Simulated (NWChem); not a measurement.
System: C$_{2}$H$_{4}$O$_{2}$, triplet; SMILES of the neutral closed-shell parent COC=O

```xyz
8

C     -0.4935    -1.3596    -0.0671
O      0.5469    -0.4979     0.3580
C      0.5869     0.7278    -0.2303
O     -0.2290     1.5758     0.3957
H     -0.4123    -1.5743    -1.1478
H     -0.3860    -2.2955     0.4969
H     -1.4860    -0.9263     0.1385
H      0.5122     0.7747    -1.3367
```
Atoms are numbered in this order, from 1.

All runs: NWChem. Spin-unrestricted. Geometry: optimised at PBE0/def2-SVP, spin-unrestricted. This spin state was assumed; another may lie lower. No stability test was run on the SCF state. Level: M06-2X/def2-SVP with SMD (1 M gas to 1 M solution), gas-phase geometry. Reactions with the solvent are ignored.

**Question.** Order these by “dipole in solution (D)”, lowest first: 1,4-dioxane; water; dichloromethane.

**Answer.** 1,4-dioxane (2.65), dichloromethane (2.88), water (3.05)
